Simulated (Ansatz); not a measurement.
Input file:

```yaml
crystal:
  periodic: [false, false, false]
  atoms:
    - {symbol: C, position_ang: [-0.015433, -0.009008, -1.430860]}
    - {symbol: C, position_ang: [-0.016266, -0.025151, -0.208313]}
    - {symbol: Ge, position_ang: [0.031698, 0.034159, 1.639173]}
basis:
  gaussian: {orbitals: cc-pVDZ}
magnetization: {spin_polarized: true, initial_magnetization: 2}
correlation: {method: ccsd_t, electrons: outside_noble_gas}
```

```sh
$ ansatz run in.yaml --threads 1 --pin off --events-out ev --progress --plain --max-ram 2393MiB
```

The program prints:

```
597 factors; integrals over basis functions are off by at most 6.3e-4 eV
mean field evaluation 1: about -58523.8034 eV, gradient 1.9e1 eV
mean field evaluation 2: about -58523.8075 eV, gradient 1.9e1 eV
mean field evaluation 4: about -58527.5418 eV, gradient 4.3e0 eV
mean field evaluation 8: about -58528.7939 eV, gradient 1.5e0 eV
mean field evaluation 16: about -58528.9867 eV, gradient 5.1e-4 eV
mean field evaluation 32: about -58528.7893 eV, gradient 1.5e0 eV
mean field evaluation 64: about -58524.1261 eV, gradient 2.0e1 eV
mean field evaluation 96: about -58528.9857 eV, gradient 1.8e-6 eV
mean field evaluation 128: about -58528.2064 eV, gradient 1.9e-2 eV
mean field evaluation 160: about -58528.8965 eV, gradient 2.6e0 eV
...
mean field evaluation 1184: about -58525.8626 eV, gradient 4.0e0 eV
mean field evaluation 1216: about -58524.2182 eV, gradient 1.8e-2 eV
mean field evaluation 1248: about -58528.1687 eV, gradient 1.7e0 eV
mean field evaluation 1280: about -58527.9867 eV, gradient 2.7e-3 eV
mean field evaluation 1312: about -58528.9604 eV, gradient 5.7e-1 eV
mean field evaluation 1344: about -58526.8259 eV, gradient 2.7e0 eV
mean field evaluation 1376: about -58526.7486 eV, gradient 3.5e-1 eV
mean field evaluation 1408: about -58526.7534 eV, gradient 4.1e-1 eV
mean field evaluation 1440: about -58525.8905 eV, gradient 5.6e-4 eV
mean field -58528.98669873 eV, -2150.9005888063 hartree, gradient 1.7e-10 eV, S^2 2.455241; 25 other end points of the search recorded, 0 dependent functions left out
determinant -58528.98669873 eV, -2150.9005888063 hartree, with singles and doubles -58536.66939818 eV, -2151.1829228033 hartree
determinant -58528.98569836 eV, -2150.9005520435 hartree, with singles and doubles -58536.66843566 eV, -2151.1828874317 hartree
determinant -58528.21148122 eV, -2150.8721000880 hartree, with singles and doubles -58535.81932591 eV, -2151.1516832238 hartree
determinant -58528.21145773 eV, -2150.8720992249 hartree, with singles and doubles -58535.81892021 eV, -2151.1516683145 hartree
determinant -58528.19940207 eV, -2150.8716561876 hartree, with singles and doubles -58535.70951850 eV, -2151.1476478758 hartree
determinant -58527.98712678 eV, -2150.8638552146 hartree, with singles and doubles -58535.53370002 eV, -2151.1411866658 hartree
determinant -58527.98670518 eV, -2150.8638397211 hartree, with singles and doubles -58535.53318477 eV, -2151.1411677307 hartree
determinant -58526.90377296 eV, -2150.8240426960 hartree, with singles and doubles -58534.94915503 eV, -2151.1197050338 hartree
determinant -58526.89727515 eV, -2150.8238039061 hartree, with singles and doubles -58534.98377231 eV, -2151.1209771952 hartree
determinant -58526.76909021 eV, -2150.8190931962 hartree, with singles and doubles -58535.63277606 eV, -2151.1448276431 hartree
determinant -58526.74923404 eV, -2150.8183634957 hartree, with singles and doubles -58536.17696641 eV, -2151.1648262696 hartree
determinant -58526.74831159 eV, -2150.8183295962 hartree, with singles and doubles -58536.18024062 eV, -2151.1649465946 hartree
determinant -58526.57573812 eV, -2150.8119876380 hartree, with singles and doubles -58533.99450388 eV, -2151.0846222512 hartree
determinant -58525.89045249 eV, -2150.7868038557 hartree, with singles and doubles -58533.31300408 eV, -2151.0595775953 hartree
determinant -58528.98669873 eV, -2150.9005888063 hartree, with singles and doubles -58536.68996689 eV, -2151.1836786895 hartree
determinant -58528.98569836 eV, -2150.9005520435 hartree, with singles and doubles -58536.68902247 eV, -2151.1836439830 hartree
determinant -58526.74923404 eV, -2150.8183634957 hartree, with singles and doubles -58536.35493001 eV, -2151.1713663113 hartree
determinant -58526.74831159 eV, -2150.8183295962 hartree, with singles and doubles -58536.35448969 eV, -2151.1713501299 hartree
16 core orbitals not correlated: weight in the atoms' cores, before any rotation towards them, 0.999 or more for the frozen orbitals, at most 0.001 for the correlated occupied ones
reference -58528.98669873 eV, -2150.9005888063 hartree; 7, 5 occupied and 32, 34 virtual orbitals, 597 factors
second order -6.40136309 eV of doubles, -0.00000000 eV of singles
cycle   1  -7.70327096 eV  change   -2.8e-6 eV  update   2.3e-6
perturbative correction -0.37816981 eV, -0.0138974841 hartree
Total energy: -58537.06813950 eV, -2151.1975762767 hartree
```

The determinant's ⟨S²⟩ is 2.46 against 2.00 for a pure state. The T1 diagnostic is 0.064.

Ran on 1 thread of Arm Neoverse V1, shared host: 44 s wall, 0.15 GiB peak host memory.
